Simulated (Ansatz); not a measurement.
We consider hcp Tc, described by LDA in Ansatz (PAW).

Numerical settings: plane-wave cutoff 520 eV, 16×16×10 k mesh (along the axes of the cell as run), Fermi–Dirac smearing 0.1 eV, perturbation theory, force constants from a 4×4×2 q mesh, no spin polarisation, scalar-relativistic PAW data made under PBE.

Computed at the level's own relaxed cell. Harmonic vibrational thermodynamics at fixed volume:

| T (K) | S_vib (J/K per mol of atoms) | C_V (J/K per mol of atoms) | F_vib (eV/atom) |
|---|---|---|---|
| 100 | 9.11 | 15.58 | 0.0285 |
| 200 | 22.44 | 21.96 | 0.0118 |
| 300 | 31.71 | 23.55 | -0.0166 |
| 500 | 44.00 | 24.43 | -0.0960 |
| 600 | 48.46 | 24.58 | -0.1440 |
| 700 | 52.26 | 24.68 | -0.1963 |
| 800 | 55.56 | 24.74 | -0.2522 |

The crystal is taken as a harmonic solid at every temperature: melting, phase changes and thermal expansion are not seen, nor the electrons' share in a metal.

Ansatz is a quantum-chemistry and plane-wave program.
